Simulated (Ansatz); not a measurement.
# C3HCl (SMILES ClC1=C=C1): functionals against CCSD(T) at one geometry

An exercise on one series of results from a longer session: the logs are not shown, and one member is left open.

Method: single points in def2-TZVPP; program: Ansatz 0.2.0, Gaussian basis.

Correlated methods freeze the cores. B3LYP uses VWN-RPA correlation.

## Starting geometry

5 atoms, charge 0, spin multiplicity 1.

Atoms are counted from 1 here; the program's logs count them from 0.

Bond lengths: Cl1–C2 1.693 Å, C2–C3 1.376 Å, C2–C4 1.167 Å, C3–C4 1.344 Å, C4–H5 1.155 Å. Angles: Cl1–C2–C3 149.5°, Cl1–C2–C4 146.4°, C3–C2–C4 63.2°, C2–C3–C4 50.8°, C2–C4–C3 66.0°, C2–C4–H5 148.6°, C3–C4–H5 145.1°.

As a file:

```mol
C3HCl
  3D, bonds by distance, orders not assigned

  5  5  0  0  0  0  0  0  0  0999 V2000
   -2.0894    0.0073   -0.1369 Cl  0  0
   -0.4075    0.1894   -0.2041 C   0  0
    0.6910    0.9973   -0.3898 C   0  0
    0.6315   -0.2608    0.0798 C   0  0
    1.2500   -1.1735    0.4247 H   0  0
  1  2  8  0
  2  3  8  0
  2  4  8  0
  3  4  8  0
  4  5  8  0
M  END
```

Set-up of the first run:

run/in.yaml reads:

```yaml
crystal:
  periodic: [false, false, false]
  atoms:
    - {symbol: Cl, position_ang: [-2.089400, 0.007300, -0.136900]}
    - {symbol: C, position_ang: [-0.407500, 0.189400, -0.204100]}
    - {symbol: C, position_ang: [0.691000, 0.997300, -0.389800]}
    - {symbol: C, position_ang: [0.631500, -0.260800, 0.079800]}
    - {symbol: H, position_ang: [1.250000, -1.173500, 0.424700]}
basis:
  gaussian: {orbitals: def2-TZVPP}
correlation: {method: ccsd_t}
output: {forces: true}
```

The command line of these runs was not kept.

Steps of the session up to this table: CCSD(T)/def2-TZVPP; PBE0-D4/def2-TZVPP; wB97M-V/def2-TZVPP; r2SCAN-D4/def2-TZVPP; PBE-D4/def2-TZVPP; B3LYP-D4/def2-TZVPP; wB97X-V/def2-TZVPP.

One table of the session follows, with a row left open; its other results are not shown here.

```
   method  RMS force component (eV/Å)  angle to CCSD(T) forces (°)  dipole (D)
  CCSD(T)                       6.212                    reference        2.96
  PBE0-D4                       5.897                          2.3        2.99
  wB97M-V                       5.867                          2.0        3.00
r2SCAN-D4                       5.894                          1.6        2.98
   PBE-D4                       6.037                          1.3        2.96
 B3LYP-D4                       5.769                          2.0        2.97
  wB97X-V                           ?                            ?           ?
```

Q: Estimate the row for wB97X-V from the others.

The run gave: RMS force component (eV/Å): 5.982; angle to CCSD(T) forces (°): 2.0; dipole (D): 3.03. In the column «RMS force component (eV/Å)» it lies between PBE0-D4 (5.897) and PBE-D4 (6.037).
